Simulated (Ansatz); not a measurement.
Harmonic frequencies (cm⁻¹) at PBE0-D4/def2-TZVP from Ansatz: 225, 348, 362, 418, 519, 597, 671, 727, 785, 928, 990, 1125, 1314, 1433, 1633, 1699, 2733, 3172, 3273, 3570, 3678.

Each molecule was computed in one conformer, which needn't be the lowest.

**Question.** Which molecule is it?
A. `C=C(N)S`
B. `C=NCS`
C. `FC1C=NC1`
D. `CSC=N`

**Answer.** A.
